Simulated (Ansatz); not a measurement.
For diamond-structure Ge, LDA in Ansatz (plane waves, PAW) gives:

```
Item                                  Value
-----------------------------  ------------
lattice parameter a                 5.621 Å
bulk modulus                       71.3 GPa
cohesive energy                4.59 eV/atom
band gap at the measured cell       0.00 eV
```

Question: What does r²SCAN in Ansatz (plane waves, PAW) give for the same quantities?

Answer: 
- lattice constant a: 5.675 Å (rises by 1.0 %)
- bulk modulus: 70.8 GPa (falls by 0.7 %)
- cohesive energy: 3.88 eV/atom (shrinks by 0.71 eV/atom)
- band gap at the measured cell: 0.44 eV (rises by 0.44 eV)

For comparison: lattice constant a 5.644 Å (measured, static lattice: zero-point anharmonic expansion removed; as tabulated in Mejia-Rodriguez and Trickey (2018), arXiv:1807.09216); bulk modulus 77.3 GPa (measured, low-temperature value with the zero-point effect removed, our sources range from 77.3 to 79.4; as tabulated in Tanner et al. (2021), arXiv:2110.11888); cohesive energy 3.92 eV/atom (measured, zero-point vibration energy added, our sources range from 3.86 to 3.92; as tabulated in Sun et al. (2011), doi:10.1103/physrevb.84.035117); band gap 0.79 eV (measured, measured zero-point renormalisation of 52 meV added back here; inputs from Miglio et al. (2020), arXiv:2011.12765).

Changes are worked out from the printed values.

Unless a cell is named, each level is at its own relaxed cell (LDA 22.20, r²SCAN 22.84 Å³/atom).

Levels without +SOC have no spin–orbit coupling; where heavier elements are present it shifts gaps, mostly down, and can invert bands. A gap of zero means that the bands touch or overlap. Density-functional gaps are differences of (generalised) Kohn–Sham levels.

Caveats: the gap of the solid is closed in this run (LDA). Ansatz's density-functional and Hartree–Fock values are scalar-relativistic unless marked +SOC, with PAW data made under PBE.

Ansatz is a program for electronic structure.
